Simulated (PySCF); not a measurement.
**NaN: from the state search to spectroscopic constants**

One table from this session's results is given with a row withheld; the runs are named, their logs left out.

The runs use PySCF 2.14.0; Na 6-31G(d,p), N 6-31G(d,p), no relativity.

Set-up of the first run:

The job is set up so:

```json
{"atoms": "Na, N", "charge": "0", "basis": "Na 6-31G(d,p), N 6-31G(d,p)", "Hamiltonian": "no relativity", "basis functions": "32", "electrons treated": "18", "masses in u": "22.9898, 14.0031", "levels": "PBE0, PBE, r²SCAN, TPSS, B97-3, TPSSh, HF, MP2, SCS-MP2, CCSD, CCSD(T)", "grid": "80 radial by 434 angular points", "occupations": "held fixed by the projection of orbital angular momentum", "dissociation limit": "Na + N, each in its ground configuration", "starting distance in angstrom": "2.230", "values of 2S to try": "0, 2, 4"}
```

Run with:

```sh
$ OMP_NUM_THREADS=1 python dia.py task.json out
```

Steps of the session up to this table: Set-up; PBE0 along the bond; Excited determinants; PBE (GGA); r²SCAN (meta-GGA); TPSS; B97-3 (global hybrid GGA); TPSSh (hybrid meta-GGA); ROHF (mean field); MP2 and coupled cluster.

One of the session's tables, all rows but one given; the rest of the session is left out.

It belongs to the step «The curves together». Energy (eV) from each level's lowest point:

```
R (Å)   ROHF  ROHF-MP2  ROHF-SCS-MP2  ROHF-CCSD  ROHF-CCSD(T)
1.955  0.313     0.347         0.356        n/a           n/a
2.046  0.117     0.146         0.152      0.194         0.210
2.137  0.022     0.040         0.044      0.073         0.085
2.205  0.000     0.005         0.007      0.024         0.032
2.273  0.009     0.000         0.000      0.002         0.006
2.341  0.042     0.018         0.016      0.000         0.000
2.432  0.116     0.071         0.065      0.020         0.014
2.546      ?         ?             ?          ?             ?
2.682  0.419     0.314         0.297      0.136         0.116
2.864  0.683     0.531         0.505        n/a           n/a
```

Estimate the missing values for R (Å) = 2.546.

Worked estimate for «ROHF». A straight line through the neighbours (2.432, 0.116) and (2.682, 0.419) gives 0.116 + (0.419 − 0.116) × (2.546 − 2.432) / (2.682 − 2.432) = 0.254; a parabola fitted to 4 rows on both sides gives 0.245.

As computed: ROHF: 0.240; ROHF-MP2: 0.168; ROHF-SCS-MP2: 0.158; ROHF-CCSD: 0.067; ROHF-CCSD(T): 0.054. In «ROHF» the line misses by +0.014 and the parabola by +0.005.
